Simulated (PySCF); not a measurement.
# SClO₃−, cut into parts across a bond: interaction energy

An exercise on one series of results from a longer session: the logs are not shown, and one member is left open.

Computed with PySCF 2.14.0; each step states its level. No surroundings beyond the atoms listed, unless a continuum is named. Atoms count from 0, parts from 1.

### Starting point

5 atoms, charge -1, multiplicity 1; geometry: GFN2-xTB. Parts: 1 = atoms 0–3, `O=S(=O)=O`, charge 0; 2 = atom 4, `[Cl-]`, charge -1. In the given geometry S1 and Cl4 of different parts are bonded (2.10 Å), so values for the parts refer to these atom groups.

The first run:

What the job is given:

```
{"job": {"xc": "PBE0", "basis": "def2-SVPD", "d3": "d3bj", "grid": 2, "kind": "geom", "shake": 0.01}, "charge": -1, "multiplicity": 1, "parts": [{"atoms": "0-3", "charge": 0, "multiplicity": 1}, {"atoms": "4-4", "charge": -1, "multiplicity": 1}]}
O     -0.770861    -1.095906    -0.764741
S     -0.025392    -0.367073     0.224431
O     -0.645442     0.835427     0.747262
O      1.437468    -0.295330    -0.012960
Cl    -0.132761    -1.676345     1.864555
```

Launch:

```sh
> OMP_NUM_THREADS=1 python cluster_run.py task.json out
```

One launch serves the whole session: the jobs run in the order shown.

Among the steps run: Optimising the geometry at PBE0-D3(BJ)/def2-SVPD; Coupled-cluster interaction energy: CCSD(T) and MP2.

One of the session's tables, all rows but one given; the rest of the session is left out.

It belongs to the step «Coupled-cluster interaction energy: CCSD(T) and MP2». 

```
                 method  interaction energy (kcal/mol)
         HF/aug-cc-pVDZ                         -59.13
        MP2/aug-cc-pVDZ                         -50.64
       CCSD/aug-cc-pVDZ                         -52.65
    CCSD(T)/aug-cc-pVDZ                         -50.61
         HF/aug-cc-pVTZ                         -65.25
        MP2/aug-cc-pVTZ                         -60.65
    SCS-MP2/aug-cc-pVTZ                         -58.39
      MP2, extrapolated                              ?
CCSD(T), limit estimate                         -62.26
```

Estimate the missing values for MP2, extrapolated.

The run gave: interaction energy (kcal/mol): -62.29. In the column «interaction energy (kcal/mol)» it lies between HF/aug-cc-pVTZ (-65.25) and CCSD(T), limit estimate (-62.26).

At this geometry S1 and Cl4 of different parts are bonded (2.23 Å), so this energy is that of a chemical bond rather than of a weak contact.

Caveats from the session: The interaction energy leaves out the deformation of the parts, 16.04 kcal/mol at MP2. So large a deformation means that a part is far from its own minimum, so a sum across the two methods would be rough.
